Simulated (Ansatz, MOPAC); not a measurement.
Gas-phase reaction in SMILES: CCS [ethanethiol] + C (CH4) → CC (C2H6) + CS (CH4S) [methanethiol]

Wanted: bond separation energy (enthalpy at 298 K), in kcal/mol. Conventions: spin-orbit terms left out; PM7 with its own dispersion and hydrogen-bond terms; non-relativistic; dispersion terms only where a functional's name holds one. Ab initio and DFT rows: single points at B3LYP-D3(BJ) geometries (Ansatz, an electronic-structure program), with unscaled harmonic terms from B3LYP/6-31G* (Ansatz) at its own minima. Semi-empirical rows: MOPAC heats of formation at their own minima for 298 K.

```tsv
species	coefficient	E at B3LYP/STO-3G (Ansatz), Eh	E at PBE0/def2-TZVPD (Ansatz), Eh	H(298 K) - E, kcal/mol	heat of formation at PM7 (MOPAC), kcal/mol
CCS	-1	-472.65330	-477.81604	50.83	-10.75
C (CH4)	-1	-40.03875	-40.47422	30.76	-14.40
CC (C2H6)	+1	-78.88511	-79.75036	49.98	-18.20
CS (CH4S)	+1	-433.80685	-438.53693	31.95	-5.19
```

Measured values: Active Thermochemical Tables 1.112 (ions: stationary electron), as tabulated in the package chemicals; G2/97 table in ASE (Curtiss et al.); they hold spin-orbit and core effects, anharmonicity and other conformers.  Value to compare with, the measured value: 3.4 kcal/mol. 1 Eh = 627.5095 kcal/mol.

### Question
Work the quantity out at each level, and compare with the measured value.

### Answer

- B3LYP/STO-3G: the sum of coefficient times E is 0.00009 Eh, or 0.06 kcal/mol; the thermal terms add 0.34. Result: 0.4 kcal/mol. Its error against the measured value is -3.0 kcal/mol.
- PBE0/def2-TZVPD: the sum of coefficient times E is 0.00297 Eh, or 1.86 kcal/mol; the thermal terms add 0.34. Result: 2.2 kcal/mol. Its error against the measured value is -1.2 kcal/mol.
- PM7: the sum of coefficient times heat of formation is 1.76 kcal/mol; it needs no thermal term. Its error against the measured value is -1.6 kcal/mol.
